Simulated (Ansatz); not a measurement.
## Ansatz (development build ahead of 0.2.0) run

```yaml
crystal:
  periodic: [false, false, false]
  atoms:
    - { symbol: B, position_ang: [0.0, 0.0, 0.5985] }
    - { symbol: "N", position_ang: [0.0, 0.0, -0.5985] }
basis:
  gaussian: { orbitals: STO-3G }
magnetization:
  initial_magnetization: 2
hamiltonian:
  xc: hf
correlation:
  method: ccsd_t
  frozen_orbitals: { B: 1, "N": 1 }
```

The input is written out in the form of the current development build from the run's settings. Correlation on restricted open-shell orbitals is semicanonical, with singles.

The run gave:

```
Converged                       : yes
Reference energy                : -77.90418 hartree
CCSD correlation energy         : -0.11007 hartree
Triples correction              : -0.00448 hartree
Total energy                    : -78.01873 hartree
Spin squared of the determinant : 2.000
```
